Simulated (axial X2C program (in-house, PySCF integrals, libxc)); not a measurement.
## LiS⁺ along the bond: LDA, 2c

All values were computed with an axial X2C code built on PySCF integrals. Two-component (2c) means X2C with spin–orbit coupling and atomic mean-field two-electron Coulomb and Gaunt terms. Basis: S dyall-v3z [8s7p2d1f], Li dyall-v3z [7s8p2d] (cores contracted in-house); Gaussian nuclei, density fitting, unrestricted open shells. Masses: S 31.972 u, Li 7.016 u.

State: Ω = 1 (⟨Sz⟩ = 1.00, ⟨Lz⟩ = 0.00 at LDA). Dipoles are positive if Li is the positive end and refer to the centre of mass.

Results along the bond:

```json
{"R (Å)": "2.146", "μ (D)": "6.291", "HOMO (eV)": "-13.04", "LUMO (eV)": "-12.31"}
{"R (Å)": "2.245", "μ (D)": "6.629", "HOMO (eV)": "-12.89", "LUMO (eV)": "-12.14"}
{"R (Å)": "2.319", "μ (D)": "6.893", "HOMO (eV)": "-12.77", "LUMO (eV)": "-12.02"}
{"R (Å)": "2.393", "μ (D)": "7.164", "HOMO (eV)": "-12.64", "LUMO (eV)": "-11.91"}
{"R (Å)": "2.467", "μ (D)": "7.444", "HOMO (eV)": "-12.52", "LUMO (eV)": "-11.80"}
{"R (Å)": "2.553", "μ (D)": "7.779", "HOMO (eV)": "-12.37", "LUMO (eV)": "-11.67"}
{"R (Å)": "2.640", "μ (D)": "8.125", "HOMO (eV)": "-12.22", "LUMO (eV)": "-11.54"}
{"R (Å)": "2.751", "μ (D)": "8.582", "HOMO (eV)": "-12.03", "LUMO (eV)": "-11.39"}
{"R (Å)": "2.886", "μ (D)": "9.158", "HOMO (eV)": "-11.79", "LUMO (eV)": "-11.20"}
{"R (Å)": "3.084", "μ (D)": "10.026", "HOMO (eV)": "-11.47", "LUMO (eV)": "-10.94"}
```

One determinant describes the state; a PBE0 search over occupations chose it and may have missed a lower one. Density functionals use the spin component along the axis (collinear). With several unpaired electrons one determinant need not be a pure state. Open-shell Ω = 0 determinants with evenly filled partner blocks cannot be reached by this program, so the Ω shown need not be the lowest component. This is the Ω = 1 component of a π² triplet; the 0⁺ component is not one determinant and can lie lowest.
